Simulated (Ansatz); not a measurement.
Frontier orbitals of CH4S, SMILES `CS`.

Cartesian coordinates in Å:
```
C 0.4059 0.2686 -0.0671
S -1.3516 -0.1147 -0.2309
H 0.6923 0.3934 0.9764
H 0.5594 1.2154 -0.5849
H 1.0266 -0.4907 -0.5411
H -1.3326 -1.2721 0.4476
```

Total charge 0; spin multiplicity 1. All single points use the PBE0-D4/def2-TZVP geometry. Basis def2-TZVPP, Ansatz 0.2.0.

(1) Compute the vertical ionisation energy as the energy of the cation minus that of the neutral molecule, at each level. (Best estimate.)

Answers

(1) Computed: 
| level | IE (eV) | difference from CCSD(T)/CBS(def2) |
| --- | --- | --- |
| PBE-D4/def2-TZVPP | 9.28 | -0.27 |
| r2SCAN-D4/def2-TZVPP | 9.26 | -0.29 |
| PBE0-D4/def2-TZVPP | 9.33 | -0.22 |
| B3LYP-D4/def2-TZVPP | 9.40 | -0.15 |
| ωB97X-V/def2-TZVPP | 9.42 | -0.14 |
| ωB97M-V/def2-TZVPP | 9.41 | -0.14 |
| B2PLYP/def2-TZVPP | 9.33 | -0.22 |
| HF/def2-TZVPP | 8.28 | -1.27 |
| MP2/def2-TZVPP | 9.42 | -0.13 |
| CCSD/def2-TZVPP | 9.32 | -0.24 |
| CCSD(T)/def2-TZVPP | 9.37 | -0.18 |
| HF/def2-QZVPP | 8.29 | -1.26 |
| MP2/def2-QZVPP | 9.53 | -0.02 |
| CCSD/def2-QZVPP | 9.41 | -0.14 |
| CCSD(T)/def2-QZVPP | 9.48 | -0.08 |
| HF/CBS(def2) | 8.29 | -1.26 |
| MP2/CBS(def2) | 9.60 | 0.05 |
| CCSD/CBS(def2) | 9.47 | -0.08 |
| CCSD(T)/CBS(def2) | 9.55 | 0.00 |

B3LYP here is the variant with VWN-RPA as its local correlation; programs differ in this.
